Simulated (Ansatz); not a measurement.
Born–Oppenheimer molecular dynamics of BFH4S (7 atoms, charge 0, multiplicity 1). It starts at the highest image of a converged band, a first-order saddle point between two minima.

Computed with RKS LDA/def2-SVP (Ansatz).

```yaml
ensemble: NVE (velocity Verlet)
time_step: 0.5 fs
steps_asked: 200
starting_velocities_drawn_for: 300 K
seed: 10099
```

First frame:

```xyz
7
Properties=species:S:1:pos:R:3
B 0.026 0.269 0.173
H -0.176 -0.449 1.247
F 1.242 0.040 -0.344
H -0.994 0.186 -0.494
S -0.126 2.158 0.974
H 1.135 2.177 1.505
H -0.204 0.685 1.556
```

How far do the bonds stretch over the last three quarters of this one trajectory? (Pairs bonded in most of those frames.)


| bond | mean (Å) | spread (Å) | shortest | longest |
| --- | --- | --- | --- | --- |
| B1–H2 | 1.228 | 0.012 | 1.21 | 1.26 |
| B1–F3 | 1.337 | 0.031 | 1.29 | 1.39 |
| B1–H4 | 1.227 | 0.023 | 1.18 | 1.27 |
| S5–H6 | 1.366 | 0.021 | 1.33 | 1.40 |
| S5–H7 | 1.373 | 0.025 | 1.33 | 1.43 |

Mean temperature of the second half: 249 K. The conserved energy stayed within 0.086 meV per atom of its start (net change 0.025 meV per atom), so the integration is sound. A run of 0.1 ps of so small a system gives no equilibrium averages. The orbitals stay closed-shell, which can raise the energy where a bond breaks towards radicals; this wasn't checked here.

Run time: 2.9 min on 1 thread of Arm Neoverse V1 (shared host), peak memory 0.1 GiB.
